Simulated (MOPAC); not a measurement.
MOPAC input (PM6):

```
PM6 1SCF GEO-OK AUX(PRECISION=9) THREADS=1
Na2

Na   -0.00000000 1   -0.00000000 1   -1.52722632 1
Na    0.00000000 1    0.00000000 1    1.52722632 1
```

### Question
What heat of formation does the run end on, and which ionisation energy by Koopmans theorem?

### Answer
62.66 kcal/mol; 4.16 eV.
